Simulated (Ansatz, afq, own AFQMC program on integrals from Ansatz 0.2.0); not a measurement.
Where AFQMC and coupled cluster stand for Al⁻, singlet

A free Al anion.

Basis aug-cc-pVDZ. Noble-gas cores (and the filled d shells of Ga–Kr and In–Xe) are frozen. Ansatz 0.2.0 and our own AFQMC program on the same integrals; the CISD trial comes from CCSD amplitudes, and released means the phaseless constraint is let go. ± is one standard error of the sampling.

Determinant: RHF, the one that the program's search chose, which needn't be the lowest solution.

Full CI on the same integrals is exact in this basis and with this determinant's frozen core.

Cautions: another spin lies lower (by 440 meV); at this level and basis the anion state lies above a neutral one; restricted determinant unstable towards unrestricted (UHF 746 meV lower, ⟨S²⟩ 1.04); strong correlation (T1 0.022, weight of the determinant 0.82, largest double 0.15); the released energies are still falling, so no released level is given (meV from the phaseless value at times in 1/Eh: -2.2 ± 2.4 at 0.24, -5.6 ± 2.1 at 0.51, -9.5 ± 1.5 at 0.99, -15.0 ± 1.3 at 1.62, -17.2 ± 2.2 at 2.40); the determinant fills the p orbitals unequally in pairs, so it mixes two states of the atom (¹D and ¹S), and each level undoes that mixture to a different degree, while full CI gives the lower state; CCSDT(Q) on the UHF determinant differs (453 meV lower), perhaps since the unrestricted series falls towards higher spin.

The T1 diagnostic is 0.0216, the weight of the determinant in the CISD state is 0.817 and the size of the correlated space is 4 electrons in 22 orbitals.

```json
{"level": "MP2", "correlation energy (eV)": "-1.3977"}
{"level": "CCSD", "correlation energy (eV)": "-2.0240"}
{"level": "CCSD(T)", "correlation energy (eV)": "-2.1041"}
```

Problem. Estimate where phaseless AFQMC with a CISD trial lies against CCSD(T) on the same integrals.

Solution. 0.22 ± 0.06 kcal/mol above CCSD(T).

Reference: full CI, correlation energy -2.188 eV. The cautions show a poor starting determinant, so the rows tell how each method copes with it here, and full CI is the sure value.

```csv
level,E − E(reference) (kcal/mol),share of correlation (%)
CCSD(T),1.93,96.18
CCSDT,0.93,98.16
CCSDT(Q),0.31,99.38
ph-AFQMC/HF,3.83 ± 0.36,92.41
ph-AFQMC/CISD,2.15 ± 0.06,95.75
```

CCSDT and higher add their correlation energy to the determinant of the CCSD(T) run, since their own runs factorise the integrals more tightly (a shift of under 2 meV).
